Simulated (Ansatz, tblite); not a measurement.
**AsAsAsSb tetrahedron (SbAs₃): one state, many levels**

One table from this session's results is given with a row withheld; the runs are named, their logs left out.

The runs use Ansatz 0.2.0, Gaussian basis; as each input shows.

Plan: GFN1-xTB, GFN2-xTB, PBE-D4/def2-TZVP, r2SCAN-D4/def2-TZVP, BHLYP-D4/def2-TZVP, r2SCAN0-D4/def2-TZVP, HF/def2-TZVP, ωB97M-V/def2-TZVP, ωB97X-V/def2-TZVP, HSE06-D4/def2-TZVP, LDA/def2-TZVP, PBE-D4/def2-SVP, PBE0-D4/def2-SVP, PBE0-D4/def2-TZVPD, PBE-D4/def2-TZVPD, r2SCAN-D4/def2-TZVPD, CCSD(T)/def2-SVP, MP2/def2-TZVP, RPA/def2-TZVP.

2 further runs of the same task are left out: 1 that didn't finish, 1 set aside as unsound or not needed.

## The structure

The singlet was relaxed beforehand with PBE0-D4/def2-SVP.

4 atoms, charge 0, spin multiplicity 1.

Bond lengths: As1–As2 2.442 Å, As1–As3 2.442 Å, As1–Sb4 2.626 Å, As2–As3 2.442 Å, As2–Sb4 2.626 Å, As3–Sb4 2.626 Å. Angles: As2–As1–As3 60.0°, As2–As1–Sb4 62.3°, As3–As1–Sb4 62.3°, As1–As2–As3 60.0°, As1–As2–Sb4 62.3°, As3–As2–Sb4 62.3°, As1–As3–As2 60.0°, As1–As3–Sb4 62.3°, As2–As3–Sb4 62.3°, As1–Sb4–As2 55.4°, As1–Sb4–As3 55.4°, As2–Sb4–As3 55.4°.

Sb takes a core potential in the def2 sets. No spin-orbit coupling is included.

PBE0-D4/def2-TZVP was run before; its log isn't repeated, and its numbers join the tables.

Set-up of the first run:

Tight binding, by tblite at 300 K electronic temperature and without a spin-polarisation term:

```python
tblite.interface.Calculator('GFN1-xTB', numbers, positions, charge=0, uhf=0).singlepoint()
```

Tight binding, by tblite at 300 K electronic temperature and without a spin-polarisation term:

```python
tblite.interface.Calculator('GFN2-xTB', numbers, positions, charge=0, uhf=0).singlepoint()
```

start.molden holds the orbitals of an earlier run on this state, given as this run's starting guess.

Input file in.yaml:

```yaml
crystal:
  periodic: [false, false, false]
  atoms:
    - {symbol: As, position_ang: [0.731988, 0.464685, -1.242120]}
    - {symbol: As, position_ang: [-1.045740, -1.004204, -0.438845]}
    - {symbol: As, position_ang: [-0.732087, 1.197542, 0.569680]}
    - {symbol: Sb, position_ang: [1.045850, -0.658023, 1.111295]}
basis:
  gaussian: {orbitals: def2-TZVP, initial_orbitals: start.molden}
hamiltonian: {xc: pbe, dispersion: d4}
scf: {omitted_lower_state_checks: [starts]}
output: {orbitals: {seedname: orbitals}}
```

On the command line:

```bash
> ansatz run in.yaml --threads 4 --pin off --events-out ev --progress --plain --max-ram 3916MiB
```

Among the steps run: PBE-D4/def2-TZVP; r2SCAN-D4/def2-TZVP; BHLYP-D4/def2-TZVP; r2SCAN0-D4/def2-TZVP; HF/def2-TZVP; ωB97M-V/def2-TZVP; ωB97X-V/def2-TZVP; HSE06-D4/def2-TZVP; LDA/def2-TZVP; PBE-D4/def2-SVP; PBE0-D4/def2-SVP; PBE0-D4/def2-TZVPD; PBE-D4/def2-TZVPD; r2SCAN-D4/def2-TZVPD; CCSD(T)/def2-SVP; MP2/def2-TZVP; RPA/def2-TZVP.

One table of the session follows, with a row left open; its other results are not shown here.

It belongs to the step «Levels side by side». 

```
               level  HOMO (eV)  gap (eV)
        HF/def2-TZVP      -8.48      9.77
       LDA/def2-TZVP      -6.01      3.72
     PBE-D4/def2-SVP      -5.80      3.82
    PBE-D4/def2-TZVP      -5.82      3.75
   PBE-D4/def2-TZVPD      -5.85      3.73
 r2SCAN-D4/def2-TZVP      -6.09      4.08
r2SCAN-D4/def2-TZVPD      -6.10      4.06
    PBE0-D4/def2-SVP      -6.74      5.38
   PBE0-D4/def2-TZVP          ?         ?
  PBE0-D4/def2-TZVPD      -6.74      5.26
r2SCAN0-D4/def2-TZVP      -6.89      5.48
  HSE06-D4/def2-TZVP      -6.35      4.55
  BHLYP-D4/def2-TZVP      -7.39      6.72
   ωB97X-V/def2-TZVP      -8.66      9.02
   ωB97M-V/def2-TZVP      -8.51      8.76
```

Estimate the missing values for PBE0-D4/def2-TZVP.

**Answer.** HOMO (eV): -6.72; gap (eV): 5.29. In the column «HOMO (eV)» it lies between PBE0-D4/def2-TZVPD (-6.74) and HSE06-D4/def2-TZVP (-6.35).
